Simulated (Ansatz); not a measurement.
For zinc-blende BP, rVV10 in Ansatz (plane waves, PAW) gives:

| Property | Value |
|---|---|
| equilibrium lattice constant a | 4.565 Å |
| bulk modulus B0 | 159 GPa |
| cohesive energy | 5.29 eV/atom |

Task: What does PBE0 (plane waves, PAW; Ansatz, an electronic-structure program) give for the same quantities?

Result: 
- lattice constant a: 4.523 Å (shrinks by 0.9 %)
- bulk modulus: 175 GPa (goes up by 10 %)
- cohesive energy: 5.26 eV/atom (falls by 0.03 eV/atom)

For comparison: lattice constant a 4.525 Å (measured, static lattice: zero-point anharmonic expansion removed; as tabulated in Mejia-Rodriguez and Trickey (2018), arXiv:1807.09216); bulk modulus 176 GPa (measured, 0 K, zero-point effect removed, our sources range from 168 to 176; as tabulated in Goldzak et al. (2022), arXiv:2208.04865); cohesive energy 5.14 eV/atom (measured, static lattice: zero-point vibration energy added, our sources range from 5.14 to 5.20; as tabulated in Mejia-Rodriguez and Trickey (2018), arXiv:1807.09216).

Changes are worked out from the printed values.

Unless a cell is named, each level is at its own relaxed cell (rVV10 11.89, PBE0 11.57 Å³/atom).

Ansatz's density-functional and Hartree–Fock values are scalar-relativistic unless marked +SOC, with PAW data made under PBE.
